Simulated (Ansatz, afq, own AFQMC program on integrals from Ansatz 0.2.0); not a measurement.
**Where AFQMC and coupled cluster stand for AlB⁺, doublet**

```yaml
atoms:
  - { symbol: B, position_ang: [0.0000, 0.0000, 0.0000] }
  - { symbol: Al, position_ang: [0.0000, 0.0000, 2.0234] }
```

Basis aug-cc-pVDZ. Noble-gas cores (and the filled d shells of Ga–Kr and In–Xe) are frozen. AFQMC by an in-house program on the Cholesky factors that Ansatz 0.2.0 writes for its CCSD(T) run. The CISD trial takes its coefficients from CCSD amplitudes. Released means that phaseless walkers are propagated on without the constraint, phases kept. Error bars are statistical, one sigma.

Determinant: ROHF, the one that the program's search chose, which needn't be the lowest solution. The geometry is a PBE0/def2-TZVP stationary point of this or a neighbouring charge and spin state.

Full CI on the same integrals is exact in this basis and with this determinant's frozen core.

Cautions: a spin-contaminated unrestricted determinant lies lower (UHF 801 meV lower, ⟨S²⟩ 1.52); the search met a lower determinant of the same kind, perhaps of another symmetry (22 meV lower), and this one is a saddle point; strong correlation (T1 0.056, weight of the determinant 0.82, largest double 0.23); the released energies have errors that jump between times, so the bars are unsure, so no released level is given (meV from the phaseless value at times in 1/Eh: -5.3 ± 2.4 at 0.24, -12 ± 3 at 0.51, -24.1 ± 1.8 at 0.99, -81 ± 51 at 1.62, -37.5 ± 1.5 at 2.40).

* T1 diagnostic: 0.0563
* weight of the determinant in the CISD state: 0.825
* size of the correlated space: 5 electrons in 44 orbitals

```json
{"level": "MP2", "correlation energy (eV)": "-2.3556"}
{"level": "CCSD", "correlation energy (eV)": "-3.3588"}
{"level": "CCSD(T)", "correlation energy (eV)": "-3.5241"}
```

Problem. Estimate where full CI lies against CCSD(T) on the same integrals.

Solution. 2.37 mEh below CCSD(T).

Reference: full CI, correlation energy -3.588 eV.

```
        level  E − E(reference) (mEh)  share of correlation (%)
      CCSD(T)                    2.37                     98.21
        CCSDT                    0.33                     99.75
     CCSDT(Q)                    0.06                     99.96
ph-AFQMC/CISD             1.93 ± 0.12                     98.54
```

CCSDT and higher add their correlation energy to the determinant of the CCSD(T) run, since their own runs factorise the integrals more tightly (a shift of under 2 meV). A walk keeps the symmetry of its determinant, which the program's search chose and which needn't be the lowest solution, so a lower state of the same spin and another symmetry isn't excluded.
